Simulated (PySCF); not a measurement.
**Choosing a basis for TDDFT**

Compound: CH8Si2.
SMILES: `C[SiH2][SiH3]`

TDDFT with PBE0 (PySCF), vertical singlets, core orbitals frozen in the response, spherical d and f functions. Geometry: PBE0-D3(BJ)/def2-SVP; no solvent, vibrations or thermal averaging.

```json
{"basis": "6-31G*", "functions": "66", "diffuse": "no", "S1 (eV)": "7.31", "S2 (eV)": "7.73", "S3 (eV)": "8.19", "S4 (eV)": "8.43", "S5 (eV)": "8.67", "LUMO (eV)": "0.57", "α (au)": "60.4"}
{"basis": "6-31+G*", "functions": "78", "diffuse": "yes", "S1 (eV)": "6.88", "S2 (eV)": "7.33", "S3 (eV)": "7.62", "S4 (eV)": "7.68", "S5 (eV)": "7.90", "LUMO (eV)": "-0.10", "α (au)": "66.4"}
{"basis": "def2-SVP", "functions": "90", "diffuse": "no", "S1 (eV)": "7.30", "S2 (eV)": "7.60", "S3 (eV)": "8.34", "S4 (eV)": "8.40", "S5 (eV)": "8.63", "LUMO (eV)": "0.45", "α (au)": "65.4"}
{"basis": "def2-SVPD", "functions": "132", "diffuse": "yes", "S1 (eV)": "6.98", "S2 (eV)": "7.37", "S3 (eV)": "7.45", "S4 (eV)": "7.79", "S5 (eV)": "7.94", "LUMO (eV)": "0.11", "α (au)": "74.0"}
{"basis": "aug-cc-pVDZ", "functions": "149", "diffuse": "yes", "S1 (eV)": "6.75", "S2 (eV)": "7.11", "S3 (eV)": "7.33", "S4 (eV)": "7.43", "S5 (eV)": "7.61", "LUMO (eV)": "-0.24", "α (au)": "75.6"}
{"basis": "def2-TZVP", "functions": "153", "diffuse": "no", "S1 (eV)": "6.95", "S2 (eV)": "7.31", "S3 (eV)": "7.85", "S4 (eV)": "7.90", "S5 (eV)": "8.05", "LUMO (eV)": "0.13", "α (au)": "71.4"}
{"basis": "def2-TZVPD", "functions": "195", "diffuse": "yes", "S1 (eV)": "6.78", "S2 (eV)": "7.20", "S3 (eV)": "7.24", "S4 (eV)": "7.55", "S5 (eV)": "7.69", "LUMO (eV)": "-0.11", "α (au)": "75.0"}
```

Problem. Compare the sets with the largest diffuse one.

Solution. States are compared by their number. Against the largest diffuse basis here (def2-TZVPD, itself not a converged limit), sets without diffuse functions differ by up to 0.53 eV in S1 and 0.97 eV in S5; the smaller diffuse sets differ by up to 0.21 and 0.25 eV. State by state, the largest deviation of a set without diffuse functions is S1 0.53, S2 0.53, S3 1.10, S4 0.88, S5 0.97 eV. The same number needn't mean the same state in each row. Against def2-TZVPD the polarisability deviates by -20% in 6-31G*, -11% in 6-31+G*, -13% in def2-SVP, -1% in def2-SVPD, +1% in aug-cc-pVDZ, -5% in def2-TZVP. A single + in a Pople set puts diffuse functions on heavy atoms only.

Without π bonds the low states are Rydberg-like; a valence basis with one diffuse set may place them up to an eV too high.
